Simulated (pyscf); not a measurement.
**Four-centre exchange: PH₃ (SMILES P) + HO–GaH₂ (SMILES [OH][GaH2]) → HO–GaH–PH₂ (SMILES [OH][GaH][PH2]) + H₂ (SMILES [H][H])**

Gas phase, singlet surface, charge 0. Bonds broken: P1–H2, Ga6–H8. Bonds formed: P1–Ga6, H2–H8. Single points on ωB97X-D3(BJ)/def2-SVP structures (PySCF, gas phase).

Transition state (Å):

```xyz
9

P     -1.9725    -0.6909     0.0634
H     -2.1503     0.6714    -0.8343
H     -1.8964    -1.6906    -0.9305
H     -2.5178    -1.3992     1.1637
O      1.2676    -0.0888    -1.0464
Ga    -0.0862     0.7451    -0.2081
H      2.0865     0.4160    -1.0926
H     -1.3571     1.2961    -1.3514
H      0.0789     1.8562     0.8773
```

One imaginary mode, 1476i cm⁻¹; descent along it reached the two sides named, in the forms told below.

```tsv
bond	change	reactant side (Å)	saddle	product side
P1–H2	breaks	1.418	1.641	3.3
Ga6–H8	breaks	1.566	1.796	2.8
P1–Ga6	forms	2.584	2.386	2.294
H2–H8	forms	4.1	1.134	0.762
```

Electronic energies relative to the separated reactants (kcal/mol):

| level | barrier | reaction energy | reverse barrier |
|---|---|---|---|
| ωB97X-D3(BJ)/def2-TZVP | 31.8 | -9.3 | 41.1 |
| PBE/def2-TZVP | 27.1 | -7.5 | 34.6 |
| r²SCAN/def2-TZVP | 28.0 | -7.8 | 35.8 |
| B3LYP-D3(BJ)/def2-TZVP | 33.2 | -6.3 | 39.5 |
| PBE0-D3(BJ)/def2-TZVP | 28.8 | -7.4 | 36.2 |
| M06-2X/def2-TZVP | 33.3 | -8.2 | 41.5 |
| ωB97M-D3(BJ)/def2-TZVP | 37.0 | -4.9 | 42.0 |
| HF/def2-TZVP | 52.6 | -0.3 | 52.9 |

With ωB97M-D3(BJ)/def2-TZVP energies and thermal terms (ideal gas, 1 atm, RRHO with modes under 100 cm⁻¹ raised to 100, one conformer, R ln 2 for chiral ones without a mode under 150 cm⁻¹), in kcal/mol:

```json
[
 {"T (K)": "298", "ΔH‡": "35.7", "ΔG‡": "45.6", "ΔH": "-5.9", "ΔG": "-4.3"},
 {"T (K)": "600", "ΔH‡": "36.4", "ΔG‡": "55.4", "ΔH": "-4.5", "ΔG": "-3.3"},
 {"T (K)": "900", "ΔH‡": "37.3", "ΔG‡": "64.7", "ΔH": "-3.6", "ΔG": "-2.9"},
 {"T (K)": "1200", "ΔH‡": "38.1", "ΔG‡": "73.8", "ΔH": "-3.0", "ΔG": "-2.8"}
]
```

On the reactant side the descent ends in an adduct with a Ga–P contact, 13.2 kcal/mol under the separated species and 45.0 kcal/mol under the saddle at ωB97X-D3(BJ)/def2-TZVP. What is counted as formed (Ga–P) is already present as a longer contact in the reactant adduct; forming that adduct is a step of its own. This is the saddle that the search found; another between the same sides may lie lower. Elements up to Kr have no core potential and no relativistic terms here.
